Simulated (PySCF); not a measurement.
## SO2 at several levels of theory

All levels use the PBE0 minimum (singlet; S–O 1.431 Å (×2); O–S–O 118.9°), basis [S def2-TZVP, O def2-TZVP], no relativity, density fitting, no spin–orbit coupling, PySCF. Atomisation goes to high-spin ground-configuration atoms, without zero-point energy. A dash marks a value that was not computed or is not defined at that level.

```csv
level,atomisation (kJ/mol),−ε(HOMO) (eV),gap (eV),dipole (D)
CCSD(T),1006,–,–,–
HF,445,13.48,13.91,2.11
MP2,1111,–,–,–
PBE0,1050,9.52,6.17,1.69
PBE,1162,7.91,3.65,1.54
B3LYP,1043,9.29,5.69,1.74
```

For SO₂ itself CCSD(T) correlates 18 electrons; T1 = 0.021, D1 = 0.053, (T) = -87 kJ/mol. T1 is large, so the single-reference value is itself in doubt.

Question: Which levels differ least and most from CCSD(T) in the atomisation?

Answer: Least: B3LYP (+37 kJ/mol); most: HF (-561 kJ/mol). CCSD(T) atomisation energies in a triple-zeta basis lie tens of kJ/mol low, so this is no ranking by accuracy.
